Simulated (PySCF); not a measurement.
**AlCl: one state, many levels of theory**

State: ¹Σ⁺ (singlet), closed shell. Set-up: basis Al jorge-DZP-DKH, Cl jorge-DZP-DKH; spin-free X2C with a Gaussian nucleus; PySCF 2.14. De refers to Al + Cl in their high-spin ground configurations, without counterpoise correction. A positive dipole means Al(−)Cl(+).

```json
{"Level": "RHF", "Re (Å)": "2.182", "ωe (cm⁻¹)": "456", "De (eV)": "3.86", "μ (D)": "-1.99", "CPU s a point (SCF and correlation, without the integrals)": "0.055"}
{"Level": "RHF-MP2", "Re (Å)": "2.171", "ωe (cm⁻¹)": "471", "De (eV)": "4.91", "μ (D)": "n/a", "CPU s a point (SCF and correlation, without the integrals)": "0.082"}
{"Level": "RHF-SCS-MP2", "Re (Å)": "2.175", "ωe (cm⁻¹)": "467", "De (eV)": "4.79", "μ (D)": "n/a", "CPU s a point (SCF and correlation, without the integrals)": "n/a"}
{"Level": "RHF-CCSD", "Re (Å)": "2.173", "ωe (cm⁻¹)": "469", "De (eV)": "4.65", "μ (D)": "n/a", "CPU s a point (SCF and correlation, without the integrals)": "n/a"}
{"Level": "RHF-CCSD(T)", "Re (Å)": "2.175", "ωe (cm⁻¹)": "469", "De (eV)": "4.74", "μ (D)": "n/a", "CPU s a point (SCF and correlation, without the integrals)": "0.4"}
{"Level": "PBE", "Re (Å)": "2.197", "ωe (cm⁻¹)": "442", "De (eV)": "5.10", "μ (D)": "-1.83", "CPU s a point (SCF and correlation, without the integrals)": "0.53"}
{"Level": "PBEsol", "Re (Å)": "2.185", "ωe (cm⁻¹)": "450", "De (eV)": "5.33", "μ (D)": "-1.75", "CPU s a point (SCF and correlation, without the integrals)": "0.39"}
{"Level": "BP86", "Re (Å)": "2.200", "ωe (cm⁻¹)": "439", "De (eV)": "5.08", "μ (D)": "-1.89", "CPU s a point (SCF and correlation, without the integrals)": "0.4"}
{"Level": "r²SCAN", "Re (Å)": "2.177", "ωe (cm⁻¹)": "458", "De (eV)": "5.09", "μ (D)": "-1.66", "CPU s a point (SCF and correlation, without the integrals)": "0.78"}
{"Level": "PBE0", "Re (Å)": "2.179", "ωe (cm⁻¹)": "456", "De (eV)": "5.00", "μ (D)": "-1.85", "CPU s a point (SCF and correlation, without the integrals)": "0.88"}
{"Level": "M06-2X", "Re (Å)": "2.181", "ωe (cm⁻¹)": "454", "De (eV)": "5.22", "μ (D)": "-2.15", "CPU s a point (SCF and correlation, without the integrals)": "0.81"}
```

(1) Which functional lies closest to RHF-CCSD(T) in De, which farthest, and by how much do they differ from it?

(2) What does second-order correlation do here, going from RHF to RHF-MP2?

(3) What does the triples do here, going from RHF-CCSD to RHF-CCSD(T)?

Measured (Huber and Herzberg, Constants of Diatomic Molecules (1979)): Re = 2.130113 Å, ωe = 481.3 cm⁻¹.

Correlated steps freeze 10 core orbitals. Correlated levels converge slowly with the basis: in double zeta they bind strong bonds too weakly, by up to about 1 eV, and carry superposition errors of some tenths. Where the molecule has an RHF reference, its open-shell atoms are computed with UHF.

The whole job (state search and all levels along the bond) took about 1.1 min on 1 thread of Arm Neoverse V1 (shared host), peak memory 0.53 GiB.

Results:

(1) Closest is PBE0 (+0.4 pm in Re, -2.8 % in ωe, +0.26 eV in De against RHF-CCSD(T) in the same basis), farthest PBEsol (+1.0 pm in Re, -4.1 % in ωe, +0.59 eV in De). CCSD(T) converges more slowly with the basis than the functionals do and binds too weakly in this one, so the order can change at the basis-set limit.

(2) RHF-MP2 less RHF: -1.1 pm in Re, +3.3 % in ωe, +1.05 eV in De. Correlation nearly always deepens the well. The bond shortens, as in weak, metallic or heavy-atom bonds, where dispersion and the correlation of outer-core electrons pull the atoms together.

(3) RHF-CCSD(T) less RHF-CCSD: +0.2 pm in Re, +0.0 % in ωe, +0.09 eV in De. Correlation nearly always deepens the well. The bond lengthens, as in strong covalent bonds, where excitations into antibonding orbitals dominate.
